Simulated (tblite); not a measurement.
# chloroethene: calculation against experiment

**The experiment to reproduce.**

CRC Handbook of Chemistry and Physics lists, for the gas at 298.15 K: standard entropy 264 J/(mol K).

How close the calculation comes is told at the end.

Compound: chloroethene, C₂H₃Cl.
Numbering: `[CH2:1]=[CH:2][Cl:3]` (hydrogens: H4, H5 on C1; H6 on C2)

Cartesian coordinates in Å at the GFN2-xTB level; atoms count from 1:
```
atom  x, y, z in Å
C1    -0.613    0.036   -0.405
C2     0.480    0.130    0.326
Cl3    1.408   -1.238    0.800
H4    -1.164    0.919   -0.678
H5    -0.992   -0.909   -0.752
H6     0.883    1.063    0.688
```

GFN2-xTB wavenumbers (cm⁻¹, harmonic, unscaled, at the method's own geometry): 374, 602, 696, 857, 990, 1014, 1228, 1368, 1666, 3077, 3114, 3147. Point group Cs, symmetry number 1. Entropy at 298.15 K and 1 bar in J/(mol K): translation 160.3, rotation 94.7, vibration 9.4.

## Comparison

**Standard entropy at 298.15 K.** Measured: 264 J/(mol K) (298.15 K; CRC Handbook of Chemistry and Physics).

```csv
level,computed (J/(mol K)),computed − measured (J/(mol K)),% (from the printed values)
"GFN2-xTB, rigid rotor and harmonic oscillator",264.4,+0.4,0
```

Ideal gas at 1 bar, most abundant isotopes; table values of this kind come from calorimetry or from spectroscopic constants.

The geometry is computed, not the measured one. Where a level misses, the cause wasn't examined.
